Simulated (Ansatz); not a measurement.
For hexagonal-diamond C (model structure), PBE-D3(BJ) (plane waves, PAW; Ansatz, an electronic-structure program) gives:

| Quantity | Value |
|---|---|
| lattice constant a | 2.501 Å |
| c axis length | 4.163 Å |

Task: What does HSE06 (PAW; Ansatz) give for the same quantities?

Result: 
- lattice constant a: 2.493 Å (drops by 0.3 %)
- lattice parameter c: 4.150 Å (drops by 0.3 %)

Changes are worked out from the printed values.

Unless a cell is named, each level is at its own relaxed cell (PBE-D3(BJ) 5.64, HSE06 5.59 Å³/atom).

Ansatz's density-functional and Hartree–Fock values are scalar-relativistic unless marked +SOC, with PAW data made under PBE.

A model structure was made by putting elements into a prototype or built by hand; it is no filed structure, need not be a known phase, and can be a saddle point held by its symmetry.
